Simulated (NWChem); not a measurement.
Molecule: methane (CH4); SMILES C

Results from NWChem. Pople sets run with spherical d functions. B3LYP is NWChem's, with the RPA form of VWN correlation. Each level has its own optimisation; frequencies are unscaled.

```json
[
 {"level": "Hartree-Fock/STO-3G", "r C–H (Å)": "1.083", "highest harmonic frequency (cm⁻¹)": "3787", "lowest (cm⁻¹)": "1676", "zero-point energy (kcal/mol)": "33.9"},
 {"level": "Hartree-Fock/3-21G", "r C–H (Å)": "1.083", "highest harmonic frequency (cm⁻¹)": "3280", "lowest (cm⁻¹)": "1520", "zero-point energy (kcal/mol)": "30.1"},
 {"level": "Hartree-Fock/6-31G*", "r C–H (Å)": "1.084", "highest harmonic frequency (cm⁻¹)": "3298", "lowest (cm⁻¹)": "1488", "zero-point energy (kcal/mol)": "30.0"},
 {"level": "B3LYP/6-31G*", "r C–H (Å)": "1.093", "highest harmonic frequency (cm⁻¹)": "3162", "lowest (cm⁻¹)": "1373", "zero-point energy (kcal/mol)": "28.4"},
 {"level": "LDA (Slater exchange, VWN5)/def2-SVP", "r C–H (Å)": "1.107", "highest harmonic frequency (cm⁻¹)": "3121", "lowest (cm⁻¹)": "1233", "zero-point energy (kcal/mol)": "27.1"},
 {"level": "PBE/def2-SVP", "r C–H (Å)": "1.106", "highest harmonic frequency (cm⁻¹)": "3112", "lowest (cm⁻¹)": "1262", "zero-point energy (kcal/mol)": "27.2"},
 {"level": "BLYP/def2-SVP", "r C–H (Å)": "1.106", "highest harmonic frequency (cm⁻¹)": "3075", "lowest (cm⁻¹)": "1278", "zero-point energy (kcal/mol)": "27.1"},
 {"level": "PBE0/def2-SVP", "r C–H (Å)": "1.098", "highest harmonic frequency (cm⁻¹)": "3199", "lowest (cm⁻¹)": "1308", "zero-point energy (kcal/mol)": "28.0"}
]
```
